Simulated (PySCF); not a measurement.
Ligands exchanged one at a time, Si Br-H. All species are isolated molecules in the gas phase. Strings in code marks are SMILES.

The HOMO from two functionals at the same geometries (r2SCAN-D4/def2-TZVP), both in PySCF: PBE-D3(BJ)/def2-TZVP and r2SCAN-D4/def2-TZVP. 

```csv
species,r2SCAN-D4/def2-TZVP (eV)
0 of 4 Br replaced by H (`Br[Si](Br)(Br)Br`),-7.77
1 of 4 Br replaced by H (`Br[SiH](Br)Br`),-7.67
2 of 4 Br replaced by H (`Br[SiH2]Br`),-7.69
4 of 4 Br replaced by H,-8.87
```

Task: What does PBE-D3(BJ)/def2-TZVP give for each?

Result: 
- 0 of 4 Br replaced by H (`Br[Si](Br)(Br)Br`): -7.40
- 1 of 4 Br replaced by H (`Br[SiH](Br)Br`): -7.31
- 2 of 4 Br replaced by H (`Br[SiH2]Br`): -7.34
- 4 of 4 Br replaced by H: -8.51
Over these rows, drawn at random from the members with no instability flagged (it was tested for open shells, ions and some series alone), PBE minus r2SCAN-D4: mean +0.35 eV, from +0.34 eV to +0.36 eV.
